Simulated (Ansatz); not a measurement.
Reaction: C3H8S (methylsulfanylethane, SMILES CCSC) → C2H5 (SMILES [CH2]C, doublet) + CH3S (SMILES C[S], doublet) (the C-S bond breaks)
Each species at its own B3LYP-D3(BJ)/def2-TZVP minimum (Ansatz, a first-principles code), one conformer.

Wanted: bond dissociation energy (electronic), in kJ/mol. Open shells are spin-unrestricted; no spin-orbit coupling. CBS(X,Y): correlation extrapolated as X^-3, Hartree-Fock from the larger set. A bracket is a step between two methods taken in the basis named. Functionals run without relativity, which enters their misses. Double hybrids freeze cores in their MP2 part. '+ core + X2C': CCSD(T) terms for core correlation (cc-pwCVTZ, 1s frozen past Ne) and scalar relativity (cc-pVTZ-DK).

CCSD(T)/CBS(cc-pV(T+d)Z,cc-pV(Q+d)Z) + [CCSDT(Q) - CCSD(T)]/cc-pV(D+d)Z + core + X2C (Ansatz) gives 326.3 kJ/mol.

**Question.** What does PBE/def2-TZVPD (Ansatz) give here, and how do the other levels compare?

**Answer.** PBE gives 309.5 kJ/mol, 16.8 kJ/mol below it. Differences of the others: r2SCAN/def2-TZVPD (Ansatz) -32.8; B3LYP/def2-TZVPD (Ansatz) -42.3; PBE0/def2-TZVPD (Ansatz) -21.6; wB97M-V/def2-TZVPD (Ansatz) -3.0; B2PLYP/def2-TZVPD (Ansatz) -24.4; CCSD(T)/CBS(cc-pV(T+d)Z,cc-pV(Q+d)Z) + core + X2C (Ansatz) 0.0 kJ/mol. Nearer than PBE: wB97M-V/def2-TZVPD, CCSD(T)/CBS(cc-pV(T+d)Z,cc-pV(Q+d)Z) + core + X2C.
